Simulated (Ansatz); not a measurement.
**Ga–P–SH, doublet: reading a ladder of total energies**

Geometry: displaced at random from a stationary point.

```xyz
4

Ga    0.0594   -0.1766    1.2506
P    -0.1055    1.1436   -0.8167
S    -0.0289   -0.7105   -1.8336
H     0.0542   -0.3185   -3.0857
```

Basis cc-pVDZ; Ansatz 0.2.0. Only valence electrons are correlated (noble-gas cores and the filled d shells of p-block atoms frozen), which leaves 15 electrons in 44 orbitals. R marks a restricted (for open shells ROHF) determinant, U an unrestricted one. No spin–orbit coupling is included, and no scalar relativity.

Full CI isn't at hand for all of this; UCCSDT(Q) serves as the reference, and is uncertain by about the last step of the cluster series.

Runs differ by some tens of microhartree through their thresholds and, for an open shell, their frozen cores, so steps under 0.03 kcal/mol mean nothing.

```csv
level,total energy (hartree)
UHF,-2662.072624
UMP2,-2662.343362
UCCSD,-2662.386304
UCCSD(T),-2662.397286
UCCSDT,-2662.398740
UCCSDT(Q),-2662.399707
```

Q: What is the correlation energy at UCCSDT(Q), and what share of it do UMP2 and UCCSD(T) recover?

A: E(corr) = -2662.399707 − (-2662.072624) = -0.327083 hartree = -8.900 eV. UMP2: -0.270738 / -0.327083 = 82.77 %. UCCSD(T): -0.324662 / -0.327083 = 99.26 %.

Q: By how many kcal/mol does UCCSD(T) miss UCCSDT(Q) (1 hartree = 627.509 kcal/mol), and which steps make up the rest?

A: -2662.397286 − (-2662.399707) = 0.002421 hartree = 1.52 kcal/mol. Steps: UCCSDT − UCCSD(T) = -0.91, UCCSDT(Q) − UCCSDT = -0.61 kcal/mol. Differences between like states or geometries often cancel part of this.
